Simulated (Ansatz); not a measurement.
# BNH₄ (triplet): the correlation ladder at distance B1–H4 along a hydrogen transfer = 1.366 Å, cc-pVDZ

How much of the correlation energy of BNH₄ (triplet) does each wave-function method recover here?

Program: Ansatz 0.2.0, Gaussian basis. Level of theory: cc-pVDZ, core rule «outside noble gas», up to 2 orbitals frozen. These are calculated values, not measurements.

Plan: UHF; CCSD(T) on ROHF; CCSD(T) on UHF; BCCD(T) on ROHF; CISD; CCSDT(Q) on ROHF; CCSDT(Q) on UHF; CASSCF and MRCISD+Q, 4 electrons in 4 orbitals; CASSCF and NEVPT2, 4 electrons in 4 orbitals.

7 further runs of the same task are left out: 1 for a mislabelled method, 5 that didn't finish, 1 set aside as unsound or not needed.

## Step 1: The system

The geometry derives from fragments relaxed apart (PBE0/def2-TZVP) and kept rigid, so it is no stationary point. A hydrogen atom is moved between rigid fragments.

6 atoms, charge 0, spin multiplicity 3.

Atoms are counted from 1 here; the program's logs count them from 0.

Bond lengths: B1–H2 1.193 Å, B1–H3 1.193 Å, B1–H4 1.366 Å, N5–H6 1.040 Å. Angles: H2–B1–H3 120.0°, H2–B1–H4 120.0°, H3–B1–H4 120.0°.

## Step 2: UHF

in.yaml

```yaml
crystal:
  periodic: [false, false, false]
  atoms:
    - {symbol: B, position_ang: [-1.492460, 0.035086, 0.000000]}
    - {symbol: H, position_ang: [-2.089193, 1.068657, 0.000000]}
    - {symbol: H, position_ang: [-2.089194, -0.998486, 0.000000]}
    - {symbol: H, position_ang: [-0.126460, 0.035086, 0.000000]}
    - {symbol: N, position_ang: [1.345540, 0.035086, 0.000000]}
    - {symbol: H, position_ang: [1.614622, -0.969141, 0.000000]}
basis:
  gaussian: {orbitals: cc-pVDZ}
magnetization: {spin_polarized: true, initial_magnetization: 2}
hamiltonian: {xc: hf}
output: {orbitals: {seedname: orbitals}}
```

Command:

```
> ansatz run in.yaml --threads 1 --pin off --events-out ev --progress --plain --max-ram 2393MiB
```

Further steps of the session: CCSD(T) on ROHF; CCSD(T) on UHF; BCCD(T) on ROHF; CISD; CCSDT(Q) on ROHF; CCSDT(Q) on UHF; CASSCF and MRCISD+Q, 4 electrons in 4 orbitals; CASSCF and NEVPT2, 4 electrons in 4 orbitals.

**Question.** What will the summary of the whole plan be? Wanted: UCCSDT(Q) below the RHF energy; RMP2 from UCCSDT(Q); UMP2 from UCCSDT(Q); RCCSD from UCCSDT(Q); RCCSD(T) from UCCSDT(Q); UCCSD(T) from UCCSDT(Q); RCCSDT(Q) from UCCSDT(Q); NEVPT2 pair from UCCSDT(Q); MRCISD+Q pair from UCCSDT(Q).

**Answer**, as computed:

| quantity | value |
| --- | --- |
| UCCSDT(Q) below the RHF energy | -7.3473 eV |
| RMP2 from UCCSDT(Q) | +31.54 kcal/mol |
| UMP2 from UCCSDT(Q) | +31.34 kcal/mol |
| RCCSD from UCCSDT(Q) | +3.83 kcal/mol |
| RCCSD(T) from UCCSDT(Q) | +0.77 kcal/mol |
| UCCSD(T) from UCCSDT(Q) | +0.75 kcal/mol |
| RCCSDT(Q) from UCCSDT(Q) | +0.03 kcal/mol |
| NEVPT2 pair from UCCSDT(Q) | +29.95 kcal/mol |
| MRCISD+Q pair from UCCSDT(Q) | +1.25 kcal/mol |
| levels within 1 kcal/mol (43 meV) | RCCSD(T), UCCSD(T), BCCD(T), RCCSDT, UCCSDT, RCCSDT(Q) |
| T1 diagnostic | 0.026 |

RCCSD(T) misses by +0.77 kcal/mol, 0.5 % of the correlation energy. Of the multireference levels listed MRCISD+Q pair comes nearest in total energy (+1.25 kcal/mol), which doesn't show that its space is the better one. These misses are within one basis, not against nature; the frozen cores of restricted and unrestricted runs differ, which can shift their rows.
